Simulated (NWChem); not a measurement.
Species: F anion

Results from NWChem. Pople sets run with spherical d functions. Sets without diffuse functions describe the anion's extra electron poorly. The highest occupied level is positive in some or all of these runs, so the extra electron may be held by the finite basis. Total energies compare along this basis series because the functional is fixed.

```tsv
level	basis functions	energy (Ha)	highest occupied level (eV)	orbital gap (eV)
PBE/3-21G	9	-99.0426	9.41	54.54
PBE/6-31G*	14	-99.6485	6.60	37.27
PBE/6-31+G*	18	-99.7620	1.91	8.87
PBE/6-311G**	18	-99.7177	5.34	31.35
PBE/6-311++G**	22	-99.7913	1.96	8.58
```
